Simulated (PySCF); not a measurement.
**Phosphorus: highly charged ions in a basis for the neutral atom**

P¹¹⁺ [He] 2s2, P¹²⁺ [He] 2s1. Computed with PySCF 2.14 in x2c-SVPall, with the spin-free X2C one-electron Hamiltonian (Gaussian nucleus). No spin-orbit coupling, so a gap to NIST mixes the basis error with missing relativistic terms.

Changed run: basis of the neutral atom used for a highly charged ion. This setting is unsound on purpose.

```json
{"species": "P¹¹⁺", "method": "UHF", "sound run (hartree)": "not run", "changed run (hartree)": "-258.54394", "converged": "yes"}
{"species": "P¹¹⁺", "method": "PBE", "sound run (hartree)": "not run", "changed run (hartree)": "-258.53632", "converged": "yes"}
{"species": "P¹¹⁺", "method": "TPSS", "sound run (hartree)": "not run", "changed run (hartree)": "-258.70481", "converged": "yes"}
{"species": "P¹²⁺", "method": "UHF", "sound run (hartree)": "not run", "changed run (hartree)": "-238.31329", "converged": "yes"}
{"species": "P¹²⁺", "method": "PBE", "sound run (hartree)": "not run", "changed run (hartree)": "-238.22741", "converged": "yes"}
{"species": "P¹²⁺", "method": "TPSS", "sound run (hartree)": "not run", "changed run (hartree)": "-238.39939", "converged": "yes"}
```

Ionisation energy of P¹¹⁺:

```json
{"method": "UHF", "changed run (eV)": "550.50", "NIST (eV)": "560.62 ± 0.1"}
{"method": "PBE", "changed run (eV)": "552.63", "NIST (eV)": "560.62 ± 0.1"}
{"method": "TPSS", "changed run (eV)": "552.54", "NIST (eV)": "560.62 ± 0.1"}
```

The contracted functions were made for the neutral atom and can be too rigid for a highly charged ion.
